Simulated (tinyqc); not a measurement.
Worked calculation: RKS/PBE in the sto-3g basis, for H2O, spin multiplicity 1. One step of it, computed by the program tinyqc.

Problem. Iteration 2: diagonalisation and new density. Diagonalise F' = X^T F X, C = X C', fill 5 alpha and 5 beta electrons from the bottom; D = 2 C_occ C_occ^T; the new density keeps 0.5 of the old one (damping). Each column has its largest component positive (the first on a tie).

Kohn-Sham matrix F (hartree):
```
,1O 1s,1O 2s,1O 2px,1O 2py,1O 2pz,2H 1s,3H 1s
1O 1s,-18.333334,-4.737035,0.000000,0.000000,-0.008917,-0.521992,-0.521992
1O 2s,-4.737035,-1.855745,0.000000,0.000000,-0.063596,-0.416594,-0.416594
1O 2px,0.000000,0.000000,-0.034018,0.000000,0.000000,0.000000,0.000000
1O 2py,0.000000,0.000000,0.000000,-0.091638,0.000000,-0.167953,0.167953
1O 2pz,-0.008917,-0.063596,0.000000,0.000000,-0.065865,-0.128596,-0.128596
2H 1s,-0.521992,-0.416594,0.000000,-0.167953,-0.128596,-0.221294,-0.099418
3H 1s,-0.521992,-0.416594,0.000000,0.167953,-0.128596,-0.099418,-0.221294
```

X:
```
,1O 1s,1O 2s,1O 2px,1O 2py,1O 2pz,2H 1s,3H 1s
1O 1s,1.023040,-0.131281,0.000000,0.000000,-0.004470,0.015435,0.015435
1O 2s,-0.131281,1.096646,0.000000,0.000000,0.039037,-0.161392,-0.161392
1O 2px,0.000000,0.000000,1.000000,0.000000,0.000000,0.000000,0.000000
1O 2py,0.000000,0.000000,0.000000,1.045828,0.000000,-0.132311,0.132311
1O 2pz,-0.004470,0.039037,0.000000,0.000000,1.020393,-0.084657,-0.084657
2H 1s,0.015435,-0.161392,0.000000,-0.132311,-0.084657,1.071776,-0.034949
3H 1s,0.015435,-0.161392,0.000000,0.132311,-0.084657,-0.034949,1.071776
```

D after iteration 1:
```
,1O 1s,1O 2s,1O 2px,1O 2py,1O 2pz,2H 1s,3H 1s
1O 1s,2.127640,-0.483049,0.000000,0.000000,0.048860,-0.018315,-0.018315
1O 2s,-0.483049,2.061205,0.000000,0.000000,-0.246163,0.029543,0.029543
1O 2px,0.000000,0.000000,1.653973,0.000000,0.000000,0.000000,0.000000
1O 2py,0.000000,0.000000,0.000000,1.086833,0.000000,0.329241,-0.329241
1O 2pz,0.048860,-0.246163,0.000000,0.000000,1.276375,0.289782,0.289782
2H 1s,-0.018315,0.029543,0.000000,0.329241,0.289782,0.756516,-0.020840
3H 1s,-0.018315,0.029543,0.000000,-0.329241,0.289782,-0.020840,0.756516
```

overlap S:
```
,1O 1s,1O 2s,1O 2px,1O 2py,1O 2pz,2H 1s,3H 1s
1O 1s,1.000000,0.236704,0.000000,0.000000,0.000000,0.025750,0.025750
1O 2s,0.236704,1.000000,0.000000,0.000000,0.000000,0.295141,0.295141
1O 2px,0.000000,0.000000,1.000000,0.000000,0.000000,0.000000,0.000000
1O 2py,0.000000,0.000000,0.000000,1.000000,0.000000,0.226063,-0.226063
1O 2pz,0.000000,0.000000,0.000000,0.000000,1.000000,0.158092,0.158092
2H 1s,0.025750,0.295141,0.000000,0.226063,0.158092,1.000000,0.104048
3H 1s,0.025750,0.295141,0.000000,-0.226063,0.158092,0.104048,1.000000
```

Give: F' = X^T F X; orbital energies; coefficients C; D after iteration 2.

Solution.

F' = X^T F X (hartree):
```
,1,2,3,4,5,6,7
1,-17.9771,-2.5225,0.0000,0.0000,-0.0217,-0.0364,-0.0364
2,-2.5225,-0.9520,0.0000,0.0000,-0.0107,-0.1853,-0.1853
3,0.0000,0.0000,-0.0340,0.0000,0.0000,0.0000,0.0000
4,0.0000,0.0000,0.0000,-0.0115,0.0000,-0.1697,0.1697
5,-0.0217,-0.0107,0.0000,0.0000,-0.0306,-0.1113,-0.1113
6,-0.0364,-0.1853,0.0000,-0.1697,-0.1113,-0.0854,-0.0313
7,-0.0364,-0.1853,0.0000,0.1697,-0.1113,-0.0313,-0.0854
```

orbital energies (hartree): MO1 -18.3434, MO2 -0.7032, MO3 -0.2738, MO4 -0.1556, MO5 -0.0340, MO6 0.1258, MO7 0.2082

coefficients C:
```
,MO1,MO2,MO3,MO4,MO5,MO6,MO7
1O 1s,0.9937,-0.2435,0.0000,0.1052,0.0000,-0.0813,0.0000
1O 2s,0.0265,0.9059,0.0000,-0.5029,0.0000,0.4463,0.0000
1O 2px,0.0000,0.0000,0.0000,0.0000,1.0000,0.0000,0.0000
1O 2py,0.0000,0.0000,0.5681,0.0000,0.0000,0.0000,0.8978
1O 2pz,0.0019,0.0952,0.0000,0.6520,0.0000,0.7892,0.0000
2H 1s,-0.0044,0.1500,0.4880,0.4306,0.0000,-0.6025,-0.6260
3H 1s,-0.0044,0.1500,-0.4880,0.4306,0.0000,-0.6025,0.6260
```

D after iteration 2:
```
,1O 1s,1O 2s,1O 2px,1O 2py,1O 2pz,2H 1s,3H 1s
1O 1s,2.1215,-0.4887,0.0000,0.0000,0.0717,-0.0048,-0.0048
1O 2s,-0.4887,2.1049,0.0000,0.0000,-0.3647,-0.0660,-0.0660
1O 2px,0.0000,0.0000,1.8270,0.0000,0.0000,0.0000,0.0000
1O 2py,0.0000,0.0000,0.0000,0.8661,0.0000,0.4418,-0.4418
1O 2pz,0.0717,-0.3647,0.0000,0.0000,1.0724,0.4399,0.4399
2H 1s,-0.0048,-0.0660,0.0000,0.4418,0.4399,0.8243,-0.0406
3H 1s,-0.0048,-0.0660,0.0000,-0.4418,0.4399,-0.0406,0.8243
```
